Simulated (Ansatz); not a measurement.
# SiH3O (doublet): the correlation ladder at distance O1–H3 along a hydrogen transfer = 1.011 Å, cc-pVDZ

One table from this session's results is given with a row withheld; the runs are named, their logs left out.

The runs use Ansatz 0.2.0, Gaussian basis; cc-pVDZ, core rule «outside noble gas», up to 6 orbitals frozen.

To be run: UHF; CCSD(T) on ROHF; CCSD(T) on UHF; BCCD(T) on ROHF; CISD; CCSDT(Q) on ROHF; CCSDT(Q) on UHF; CASSCF and MRCISD+Q, 3 electrons in 3 orbitals; CASSCF and NEVPT2, 3 electrons in 3 orbitals.

8 further runs of the same task are left out: 1 for a mislabelled method, 5 that didn't finish, 2 set aside as unsound or not needed.

## What is computed

The geometry derives from fragments relaxed apart (PBE0/def2-TZVP) and kept rigid, so it is no stationary point. A hydrogen atom is moved between rigid fragments.

5 atoms, charge 0, spin multiplicity 2.

Atoms are counted from 1 here; the program's logs count them from 0.

Bond lengths: O1–H2 0.960 Å, O1–H3 1.011 Å, Si4–H5 1.532 Å. Angles: H2–O1–H3 105.1°.

The first run:

Contents of in.yaml:

```yaml
crystal:
  periodic: [false, false, false]
  atoms:
    - {symbol: O, position_ang: [-1.731155, 0.011831, 0.000000]}
    - {symbol: H, position_ang: [-1.980464, 0.938406, 0.000000]}
    - {symbol: H, position_ang: [-0.720155, 0.011831, 0.000000]}
    - {symbol: Si, position_ang: [1.031845, 0.011831, 0.000000]}
    - {symbol: H, position_ang: [1.428279, -1.467683, 0.000000]}
basis:
  gaussian: {orbitals: cc-pVDZ}
magnetization: {spin_polarized: true, initial_magnetization: 1}
hamiltonian: {xc: hf}
output: {orbitals: {seedname: orbitals}}
```

Started as:

```
ansatz run in.yaml --threads 1 --pin off --events-out ev --progress --plain --max-ram 2393MiB
```

Steps of the session up to this table: UHF; CCSD(T) on ROHF; CCSD(T) on UHF; BCCD(T) on ROHF; CISD; CCSDT(Q) on ROHF; CCSDT(Q) on UHF; CASSCF and MRCISD+Q, 3 electrons in 3 orbitals; CASSCF and NEVPT2, 3 electrons in 3 orbitals.

One of the session's tables, all rows but one given; the rest of the session is left out.

```
       method  from UCCSDT(Q) (kJ/mol)
         ROHF                   +850.5
          UHF                   +838.6
         RMP2                   +103.5
         UMP2                   +108.0
         CISD                    +95.6
        RCCSD                    +22.5
        UCCSD                    +22.5
     RCCSD(T)                     +4.2
     UCCSD(T)                     +4.3
      BCCD(T)                     +4.1
       RCCSDT                     +1.9
       UCCSDT                     +1.9
    RCCSDT(Q)                        ?
    UCCSDT(Q)                        0
  CASSCF pair                   +789.2
  MRCISD pair                    +84.8
MRCISD+Q pair                    +11.4
```

**Question.** Estimate the row for RCCSDT(Q).

The run gave: from UCCSDT(Q) (kJ/mol): +0.1. In the column «from UCCSDT(Q) (kJ/mol)» it lies between UCCSDT(Q) (0) and RCCSDT (+1.9).

Not comparable, so not listed: CASSCF and NEVPT2, 3 electrons in 3 orbitals (they don't share determinant, frozen orbitals or solution with the rows shown, or repeat one).

Limits of these values: Restricted and unrestricted rows rest on different reference determinants; where their highest levels disagree by more than a few hundredths of an eV, they describe different states and don't form one ladder. Warnings in the runs' records: passed over end.
